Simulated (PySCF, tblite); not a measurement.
# CH4OSe, a complex of two parts: NMR shifts, interaction energy, infrared bands, spin-spin couplings, core binding energies and electronic excitations

An exercise on one series of results from a longer session: the logs are not shown, and one member is left open.

Computed with tblite 0.8.0 and PySCF 2.14.0; each step states its level. No surroundings beyond the atoms listed, unless a continuum is named. Atoms count from 0, parts from 1.

## Starting point

7 atoms, charge 0, multiplicity 1; geometry: rigid parts in contact. Parts: 1 = atoms 0–2, `[SeH2]`, charge 0; 2 = atoms 3–6, `C=O`, charge 0.

Set-up of the first run:

The job: settings as JSON, then the geometry in Å.

```
{"job": {"kind": "dock", "xc": "GFN2-xTB", "basis": "xTB"}, "charge": 0, "multiplicity": 1, "parts": [{"atoms": "0-2", "charge": 0, "multiplicity": 1}, {"atoms": "3-6", "charge": 0, "multiplicity": 1}]}
Se     0.627017     0.051419     0.229445
H     -0.652226     0.519506     0.688708
H      0.025210    -0.570924    -0.918153
C     -1.835390    -0.760852     2.921194
O     -1.990972     0.371939     2.584088
H     -1.299293    -1.500256     2.302667
H     -2.216498    -1.157353     3.877314
```

Method: GFN2-xTB search for minima from random contacts, gas phase.

Started as:

```sh
$ OMP_NUM_THREADS=1 python cluster_run.py task.json out
```

One launch serves the whole session: the jobs run in the order shown.

Steps of the session up to this table: Docking the parts with GFN2-xTB; Relaxing the molecule at PBE0-D3(BJ)/def2-TZVPD; NMR shieldings: PBE0/pcSseg-2; Coupled-cluster interaction energy: CCSD(T) and MP2.

One table of the session follows, with a row left open; its other results are not shown here.

It belongs to the step «Coupled-cluster interaction energy: CCSD(T) and MP2». 

```
                 method  interaction energy (kcal/mol)
         HF/aug-cc-pVDZ                          -0.36
        MP2/aug-cc-pVDZ                          -2.30
       CCSD/aug-cc-pVDZ                          -1.68
    CCSD(T)/aug-cc-pVDZ                          -1.99
         HF/aug-cc-pVQZ                          -0.22
        MP2/aug-cc-pVQZ                          -2.91
    SCS-MP2/aug-cc-pVQZ                          -2.15
      MP2, extrapolated                          -3.05
CCSD(T), limit estimate                              ?
```

**Question.** Estimate the row for CCSD(T), limit estimate.

The run gave: interaction energy (kcal/mol): -2.75. In the column «interaction energy (kcal/mol)» it lies between MP2/aug-cc-pVQZ (-2.91) and MP2/aug-cc-pVDZ (-2.30).
